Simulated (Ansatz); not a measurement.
Ansatz (a program for electronic structure) input (HF/6-31G*):

Ansatz 0.2 input:
```yaml
crystal:
  periodic: [false, false, false]
  atoms:
    - {symbol: S, position_ang: [-0.00000000, -0.00000000, -0.07935692]}
    - {symbol: H, position_ang: [0.00000000, 0.00000000, 1.26971067]}
basis:
  gaussian:
    orbitals: 6-31G*
hamiltonian:
  xc: {name: HF}
total_charge: -1
relax: {f_tol: 0.003, max_steps: 120}
```

From the last part of the output:

```
Functional definition: HF
integrals: 0.00 GiB planned
206 factors; integrals over basis functions are off by at most 4.1e-4 eV
mean field: 0.04 GiB planned
mean field evaluation 1: about -10832.1695 eV, gradient 1.1e1 eV
mean field evaluation 2: about -10832.1697 eV, gradient 1.1e1 eV
mean field evaluation 4: about -10832.6648 eV, gradient 7.3e-1 eV
mean field evaluation 8: about -10832.6677 eV, gradient 1.5e-4 eV
mean field -10832.66772434 eV, -398.0931962235 hartree, gradient 2.6e-5 eV, S^2 0.000000; 0 other end points of the search recorded, 0 dependent functions left out
the calculation of the forces begins
reference -10832.66772434 eV, -398.0931962235 hartree; 9, 9 occupied and 12, 12 virtual orbitals, 206 factors
relax step   1: F+E_penalty+E_count = -10832.66772434 eV  Δ(F+E_penalty+E_count) = +0.000e0 eV  max|allowed force component| = 1.775e-1 eV/Å  Δτ_max = 0.0000 Å  (23 SCF iters, accepted)
these checks for a lower state are left out or cut short: starts, cluster_reference, orbital_swaps, neighbouring_geometries, increment
integrals: 0.00 GiB planned
206 factors; integrals over basis functions are off by at most 4.1e-4 eV
mean field: 0.04 GiB planned
mean field evaluation 16: about -10832.6682 eV, gradient 1.6e-5 eV
mean field -10832.66823688 eV, -398.0932150590 hartree, gradient 1.6e-5 eV, S^2 0.000000; 0 other end points of the search recorded, 0 dependent functions left out
the calculation of the forces begins
reference -10832.66823688 eV, -398.0932150590 hartree; 9, 9 occupied and 12, 12 virtual orbitals, 206 factors
relax step   2: F+E_penalty+E_count = -10832.66823688 eV  Δ(F+E_penalty+E_count) = -5.125e-4 eV  max|allowed force component| = 6.531e-2 eV/Å  Δτ_max = 0.0021 Å  (19 SCF iters, accepted)
these checks for a lower state are left out or cut short: starts, cluster_reference, orbital_swaps, neighbouring_geometries, increment
integrals: 0.00 GiB planned
206 factors; integrals over basis functions are off by at most 4.1e-4 eV
mean field: 0.04 GiB planned
mean field -10832.66831574 eV, -398.0932179571 hartree, gradient 9.4e-6 eV, S^2 0.000000; 0 other end points of the search recorded, 0 dependent functions left out
the calculation of the forces begins
reference -10832.66831574 eV, -398.0932179571 hartree; 9, 9 occupied and 12, 12 virtual orbitals, 206 factors
relax step   3: F+E_penalty+E_count = -10832.66831574 eV  Δ(F+E_penalty+E_count) = -7.886e-5 eV  max|allowed force component| = 6.582e-4 eV/Å  Δτ_max = 0.0012 Å  (18 SCF iters, accepted)
integrals: 0.00 GiB planned
206 factors; integrals over basis functions are off by at most 4.1e-4 eV
mean field: 0.04 GiB planned
mean field evaluation 32: about -10832.6686 eV, gradient 1.4e-1 eV
mean field -10832.66831574 eV, -398.0932179571 hartree, gradient 9.4e-6 eV, S^2 0.000000; 1 other end points of the search recorded, 0 dependent functions left out
the calculation of the forces begins
reference -10832.66831574 eV, -398.0932179571 hartree; 9, 9 occupied and 12, 12 virtual orbitals, 206 factors
Total energy: -10832.66831574 eV, -398.0932179571 hartree
Atom 0 at    -0.000000    -0.000000    -0.076032 Å, force    -0.000000    -0.000000    -0.000658 eV/Å
Atom 1 at     0.000000     0.000000     1.266386 Å, force     0.000000    -0.000000     0.000658 eV/Å
Dipole moment:     0.000000    -0.000000     0.190571 e Å
```

The dipole moment of an ion depends on the origin.
